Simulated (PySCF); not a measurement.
Ligands exchanged one at a time, Si Cl-H. Gas-phase values, no solvent. Strings in code marks are SMILES.

Level of theory: PBE-D3(BJ)/def2-TZVP // CAM-B3LYP-D3(BJ)/def2-TZVP (PySCF). Delta-SCF ions had no search for a lower state. Excitations are Tamm–Dancoff values on a coarser integration grid. The basis has no diffuse functions, so Rydberg states are missing or too high.

```json
[
 {"species": "0 of 4 Cl replaced by H (`Cl[Si](Cl)(Cl)Cl`)", "vertical ionisation energy (Delta-SCF) (eV)": "–", "HOMO–LUMO gap (eV)": "(withheld)", "T1 excitation (TDA) (eV)": "6.35", "S1–T1 gap (TDA) (eV)": "0.31"},
 {"species": "1 of 4 Cl replaced by H", "vertical ionisation energy (Delta-SCF) (eV)": "10.92", "HOMO–LUMO gap (eV)": "6.89", "T1 excitation (TDA) (eV)": "6.70", "S1–T1 gap (TDA) (eV)": "(withheld)"},
 {"species": "3 of 4 Cl replaced by H (`Cl[SiH3]`)", "vertical ionisation energy (Delta-SCF) (eV)": "–", "HOMO–LUMO gap (eV)": "(withheld)", "T1 excitation (TDA) (eV)": "6.45", "S1–T1 gap (TDA) (eV)": "0.36"},
 {"species": "4 of 4 Cl replaced by H (`[SiH4]`)", "vertical ionisation energy (Delta-SCF) (eV)": "12.15", "HOMO–LUMO gap (eV)": "8.78", "T1 excitation (TDA) (eV)": "–", "S1–T1 gap (TDA) (eV)": "–"}
]
```

Question: What belongs in the gaps?

Answer: 
- 0 of 4 Cl replaced by H (`Cl[Si](Cl)(Cl)Cl`), HOMO–LUMO gap (eV): 6.51
- 1 of 4 Cl replaced by H, S1–T1 gap (TDA) (eV): 0.35
- 3 of 4 Cl replaced by H (`Cl[SiH3]`), HOMO–LUMO gap (eV): 6.68
